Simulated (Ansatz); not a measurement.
Results of PBE-D4 (PAW; Ansatz, a program for electronic structure) for solid iodine.

Settings: plane-wave cutoff 520 eV, 8×8×4 k mesh (along the axes of the cell as run), Fermi–Dirac smearing 0.01 eV, scalar-relativistic PAW data made under PBE.

Shape and atoms are relaxed at each volume.

Pressure at four volumes; x = ln(V/39.345 Å³). One pressure is withheld.

```csv
V (Å³/atom),x,P (GPa)
37.772,-0.0408,?
38.559,-0.0202,0.279
39.345,0.0000,-0.001
40.919,0.0392,-0.439
```

Q: Pass a parabola P(x) through the three rows shown, estimate the bulk modulus and its pressure derivative near zero pressure, and predict the withheld pressure.

A: Slopes between the rows: (-0.001 − (0.279))/(0.0000 − (-0.0202)) = -13.86 and (-0.439 − (-0.001))/(0.0392 − (0.0000)) = -11.17 GPa. Their difference over the span 0.0594 is c = 2.69/0.0594 = 45.3 GPa, so P(x) = 0.279 + (-13.86)(x − (-0.0202)) + 45.3 (x − (-0.0202))(x − (0.0000)). At the middle row B = −dP/dx = −[-13.86 + 45.3 × 0.0202] = 12.9 GPa, and B′ = dB/dP = 2c/B = 7.0. At x = -0.0408 the parabola gives 0.603 GPa; the run gives 0.607 GPa. The Birch–Murnaghan fit to the energies at all volumes has B0 = 12.8 GPa and B′ = 7.1.

Note: the bulk modulus comes from volumes at which shape and atoms were relaxed.

Spin–orbit coupling is not included.
